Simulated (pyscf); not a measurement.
Optimised with ωB97X-D3(BJ)/def2-SVP in PySCF.

Problem. Estimate the classical barrier height and the reaction energy of H₂N–SiH₂–NH–SiH₃ (SMILES N[SiH2]N[SiH3]) → H₃Si–NH–NH–SiH₃ (SMILES [SiH3]NN[SiH3]) at ωB97M-D3(BJ)/def2-TZVP. The step runs on the singlet surface, breaks N–Si, H–N and forms H–Si, N–N; take the reactant's lowest minimum found as zero.

Solution. ΔE‡ = 515.7 kJ/mol, ΔE = +252.5 kJ/mol. Zero-point energy shifts the barrier by -17.7 kJ/mol. It is a concerted two-bond exchange, with an imaginary mode of 1039i cm⁻¹. The same reactants have a lower exit, to H₂N–SiH₂–NH–SiH₂• + H• (no saddle counted: cutting one bond costs +402.7 kJ/mol at ωB97M-D3(BJ), against +515.7 kJ/mol here). This is the saddle that the search found; another between the same sides may lie lower. A restricted solution here is unstable towards spin polarisation, so biradical character is likely and single-reference numbers are less safe.
